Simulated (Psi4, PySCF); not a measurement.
Complex: CH5N (SMILES CN) (first 7 atoms) with H2O (SMILES O); geometry from S66by8 set.
(charge 0, multiplicity 1):
```xyz
10

N     -0.80437    -0.69220    -0.35725
H     -0.90006    -1.66103    -0.08140
H     -1.39351    -0.57876    -1.17201
C     -1.28781     0.17588     0.72313
H     -1.18366     1.21295     0.41528
H     -2.32564     0.00248     1.01426
H     -0.65593     0.03620     1.59637
O      1.85803     0.51852    -0.25349
H      1.04051     0.02225    -0.42664
H      2.43993     0.26002    -0.96923
```

Interaction energies are E(AB) − E(A) − E(B) at the monomers' geometry in the complex; basis-set methods are counterpoise corrected. Rows marked so take none.

Frozen-core correlation. Rows in 6-311+G** carry no dispersion term and start afresh at each structure.

Codes used: Psi4 for SAPT; PySCF for 6-311+G** rows, M06-2X. Each number belongs to the level named beside it.

**Question.** Predict the interaction energy from B3LYP/6-311+G** (no counterpoise).

**Answer.** -31 kJ/mol
